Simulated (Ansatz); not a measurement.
Ansatz (a first-principles code) input (HF/3-21G): The .json file is the Basis Set Exchange's 3-21G.

Ansatz 0.2 input:
```yaml
crystal:
  periodic: [false, false, false]
  atoms:
    - {symbol: O, position_ang: [0.39958647, 1.19705172, 0.49062668]}
    - {symbol: C, position_ang: [0.16077201, 0.04986817, 0.01460440]}
    - {symbol: N, position_ang: [0.99490316, -0.87693290, -0.41154964]}
    - {symbol: C, position_ang: [-1.32751809, -0.33678506, -0.08884436]}
    - {symbol: H, position_ang: [-1.84871721, 0.39581689, -0.71352551]}
    - {symbol: H, position_ang: [-1.46283536, -1.33583130, -0.50633873]}
    - {symbol: H, position_ang: [-1.78317322, -0.28964351, 0.90550806]}
    - {symbol: H, position_ang: [1.93418841, -0.48672424, -0.28437002]}
basis:
  gaussian:
    orbitals: 3-21G.json
hamiltonian:
  xc: {name: HF}
total_charge: -1
relax: {f_tol: 0.003, max_steps: 120}
```

Task: Predict the final energy.

Result: -206.17848 Eh.
